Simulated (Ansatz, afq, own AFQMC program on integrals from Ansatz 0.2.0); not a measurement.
## Atomization energy of AlNH3, doublet, worked out

```tsv
atom	x (Å)	y (Å)	z (Å)
Al	0.0000	-0.1040	0.6488
N	0.0000	0.0875	-1.1147
H	0.0000	1.2565	1.4988
H	0.0000	0.9771	-1.5913
H	0.0000	-0.6657	-1.7833
```

Connectivity, by distances: AlH–NH2.

Basis cc-pVDZ. Only valence electrons are correlated. Integrals, coupled cluster, full CI and functionals: Ansatz 0.2.0; the random walks run on the same integrals in our own AFQMC program. ph-AFQMC/CISD is guided by a CISD state made of CCSD amplitudes; releasing the constraint for a short imaginary time cuts its bias at the price of noise, slowly where states lie close. Uncertainties: one standard error, sampling alone.

Total energies in eV. CBS is CCSD(T) at the limit of def2-TZVPP/QZVPP (extrapolated itself); the highest rung of each member is named.

Cautions: AlNH₃ (doublet): the released energies move by 1.5 errors or more from one time to the next, so no released level is given (meV from the phaseless value at times in 1/Eh: 1 ± 4 at 0.24, -7 ± 4 at 0.51, -6.7 ± 2.1 at 0.99, 3 ± 3 at 1.62, -4 ± 4 at 2.40), though the last usable value meets CCSDT(Q) within the noise.

```
        member  count  CCSD(T)/cc-pVDZ  highest rung in cc-pVDZ     which  CCSD(T)/CBS
  Al (doublet)     +1       -6583.0131               -6583.0229       FCI   -6583.4221
   N (quartet)     +1       -1482.4355               -1482.4402       FCI   -1483.8573
   H (doublet)     +3         -13.5861                 -13.5861       FCI     -13.6059
AlNH₃, doublet     -1       -8118.8611               -8118.8952  CCSDT(Q)   -8122.5328
```

**Question.** Work out the best estimate of the atomization energy: the CCSD(T)/CBS difference plus the step from CCSD(T) to the highest rung.

**Answer.** Sums with the counts: CCSD(T)/CBS 14.4357 eV, highest rung 12.6738 eV, CCSD(T)/cc-pVDZ 12.6542 eV. The step is 12.6738 − 12.6542 = 0.0196 eV, so the best estimate is 14.4357 + (0.0196) = 14.4553 eV. The basis set is worth 1.782 eV of it. Zero-point, core-correlation and spin–orbit terms aren't in it. Past Ne the Hartree–Fock part of each CBS total tends to overshoot, since the cores don't follow the formula; that largely cancels in the difference.

Best estimates are given only where the step beyond CCSD(T) is under 0.3 eV and no member's determinant is very poor (T1 over 0.05, or 0.07 for open shells, ⟨S²⟩ too high by 0.3, two states mixed), so the hardest cases are missing from such tables.

CCSDT and higher add their correlation energy to the determinant of the CCSD(T) run, since their own runs factorise the integrals more tightly (a shift of under 2 meV). Each member of a difference takes its own highest rung, so a best estimate needn't equal the limit plus the step of one row.
